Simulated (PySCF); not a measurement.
Results of a calculation; reference values are marked as such.
Si2H4Cl

Si2H4Cl is a small molecule (built as: Si site whose three back bonds go to SiH3, Cl, H), neutral, doublet. The structure, one conformer, was relaxed in the gas phase by PBE0-D3(BJ)/def2-SVP. No frequency run checks that it is a minimum.

SMILES: [SiH3][SiH]Cl

Coordinates in Å:
```
Si1    -1.099   -0.714    0.444
Si2     0.946    0.343    0.021
Cl3    -2.660    0.601    0.044
H4     -1.323   -1.952   -0.369
H5      1.101    1.488    0.966
H6      1.027    0.850   -1.384
H7      2.038   -0.651    0.256
```

EPR values by unrestricted B3LYP, IGLO-III on Cl Si, pcH-1 on H.

Predict g and the largest hyperfine couplings. Where does the spin sit?

g = 2.0021, 2.0078, 2.0109. The spin sits on Si1 (82 %, bonded to 1 Cl + 1 Si + 1 H) by Mulliken populations.
```tsv
atom	isotope	isotropic (MHz)	dipolar, principal values (MHz)
Si1	29Si	-531.8	-155.3, 77.3, 78.0
Si2	29Si	-62.6	-16.7, 6.9, 9.8
H6	1H	65.5	-2.5, 0.0, 2.6
H4	1H	55.0	-8.7, 1.0, 7.7
Cl3	35Cl	12.3	-19.6, -17.6, 37.2
H5	1H	-4.6	-2.5, -1.2, 3.7
```

How do the isotropic couplings move with BHandHLYP?

Si1 -531.8 to -570.5 MHz, Si2 -62.6 to -63.4 MHz, H6 65.5 to 63.6 MHz, H4 55.0 to 56.2 MHz.
